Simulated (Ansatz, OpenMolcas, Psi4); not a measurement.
# SiNH5 (SMILES [SiH3]N): the vertical energy of the triplet above the singlet, rung by rung

SiNH5: 7 atoms, total charge 0, spin state singlet. As SMILES, `[SiH3]N`. The shape is that of a PBE0-D4/def2-TZVP optimisation.

```xyz
7

Si   -0.4130   -0.2927   -0.4224
N     0.6118    0.3487    0.8013
H    -0.0183   -1.7063   -0.6533
H    -1.8132   -0.2171    0.0689
H    -0.3679    0.4027   -1.7440
H     0.3916    1.2382    1.2195
H     1.6091    0.2265    0.7299
```

Quantity: the vertical energy of the triplet above the singlet, in eV. The values are calculated.

```json
{"level": "BHLYP/def2-TZVP", "kind": "global hybrid", "program": "OpenMolcas", "value (eV)": "5.99", "CPU time (all runs)": "1.8 min"}
{"level": "M06-2X/def2-TZVP", "kind": "hybrid meta-GGA", "program": "OpenMolcas", "value (eV)": "6.22", "CPU time (all runs)": "2.8 min"}
{"level": "PBE0/def2-TZVP", "kind": "global hybrid", "program": "Psi4", "value (eV)": "5.82", "CPU time (all runs)": "2.3 min"}
{"level": "CAM-B3LYP/def2-TZVP", "kind": "range-separated hybrid", "program": "Psi4", "value (eV)": "6.07", "CPU time (all runs)": "3.1 min"}
{"level": "wB97M-V/def2-TZVP", "kind": "range-separated hybrid", "program": "Ansatz", "value (eV)": "6.24", "CPU time (all runs)": "2.1 min"}
{"level": "B2PLYP/def2-TZVP", "kind": "double hybrid", "program": "Ansatz", "value (eV)": "6.07", "CPU time (all runs)": "17 s"}
{"level": "RPA@PBE0/def2-TZVP", "kind": "RPA", "program": "Ansatz", "value (eV)": "6.11", "CPU time (all runs)": "23 s"}
{"level": "BCCD(T)/def2-TZVP", "kind": "coupled cluster or CI", "program": "Ansatz", "value (eV)": "6.16", "CPU time (all runs)": "65 s"}
```

The values span 5.82 to 6.24 eV. A triplet this far above the singlet is often a Rydberg-like or dissociative state; sets without diffuse functions put Rydberg states too high. Times are those of the runs behind each value, whatever else they computed, on shared processors of several kinds: orders of magnitude only.
